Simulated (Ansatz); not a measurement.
Input file:

```yaml
crystal:
  periodic: [false, false, false]
  atoms:
    - {symbol: As, position_ang: [0.000000, 0.000000, 0.000000]}
    - {symbol: Mg, position_ang: [0.000000, 0.000000, 4.699000]}
basis:
  gaussian: {orbitals: cc-pVTZ}
total_charge: 1
magnetization: {spin_polarized: true, initial_magnetization: 0}
hamiltonian: {xc: {name: r2SCAN0}}
```

```sh
$ ansatz run in.yaml --threads 1 --pin off --events-out ev --progress --plain --max-ram 2393MiB
```

Output:

```
475 factors; integrals over basis functions are off by at most 9.6e-4 eV
mean field evaluation 1: about -66262.8522 eV, gradient 2.2e1 eV
mean field evaluation 2: about -66219.0401 eV, gradient 4.8e1 eV
mean field evaluation 4: about -66270.8941 eV, gradient 7.2e0 eV
mean field evaluation 8: about -66270.8944 eV, gradient 7.2e0 eV
mean field evaluation 16: about -66273.3616 eV, gradient 5.7e-1 eV
mean field evaluation 32: about -66275.5728 eV, gradient 8.9e-6 eV
mean field evaluation 64: about -66273.9322 eV, gradient 5.2e-5 eV
mean field evaluation 96: about -66275.5728 eV, gradient 8.3e-5 eV
mean field evaluation 128: about -66275.4853 eV, gradient 4.3e-1 eV
mean field evaluation 160: about -66275.5273 eV, gradient 4.3e-1 eV
mean field evaluation 192: about -66274.8344 eV, gradient 7.8e0 eV
mean field -66275.57280748 eV, -2435.5823774782 hartree, gradient 2.5e-6 eV, S^2 1.911123; 15 other end points of the search recorded, 0 dependent functions left out
reference -66275.57282230 eV, -2435.5823780228 hartree; 22, 22 occupied and 55, 55 virtual orbitals, 475 factors
Total energy: -66275.57282230 eV, -2435.5823780228 hartree
```

Ran on 1 thread of Intel Xeon Platinum 8488C, shared host: 50 s wall, 0.24 GiB peak host memory.
